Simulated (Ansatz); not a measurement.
The cluster Na₃⁻ was relaxed with PBE0 (def2-TZVPD) in Ansatz in these states: charge -1 quintet, charge -1 singlet, charge -1 triplet. The geometries follow in no particular order.

A:

Cartesian coordinates in Å:
```
Na 0.054 -0.008 0.036
Na 2.904 -0.436 2.132
Na -2.959 0.444 -2.168
```

B:

```tsv
atom	x (Å)	y (Å)	z (Å)
Na1	0.001	0.001	0.000
Na2	1.911	-1.707	2.287
Na3	-1.912	1.706	-2.287
```

C:

Cartesian coordinates in Å:
```
Na 0.001 -0.001 0.002
Na 3.260 1.835 -2.667
Na -3.262 -1.834 2.666
```

Problem. Judge from the bond lengths which geometry belongs to which state (an estimate).

Solution. A is the charge -1 triplet (Na1–Na2 3.564 Å, Na1–Na3 3.760 Å); B is the charge -1 singlet (Na1–Na2 3.435 Å, Na1–Na3 3.435 Å); C is the charge -1 quintet (Na1–Na2 4.595 Å, Na1–Na3 4.594 Å).

At PBE0/def2-TZVPD the highest occupied level of the charge -1 triplet lies above zero (up to 0.25 eV). It is a level of α spin, whose loss leaves a doublet; that state wasn't run at this geometry and level. The electron is either unbound and held by the finite basis, or the level is raised by self-interaction error. At PBE0/def2-TZVPD the highest occupied level of the charge -1 quintet lies above zero (up to 0.45 eV). It is a level of α spin, whose loss leaves a quartet; that state wasn't run at this geometry and level. The electron is either unbound and held by the finite basis, or the level is raised by self-interaction error. At PBE0/def2-TZVPD a broken-symmetry singlet lies 0.54 eV below the charge -1 triplet. At PBE0/def2-TZVPD a broken-symmetry singlet lies 1.69 eV below the charge -1 quintet. These are the stationary points nearest to one start from a short search; other shapes may lie lower in each state. The charge -1 quintet has come apart into loosely held pieces.
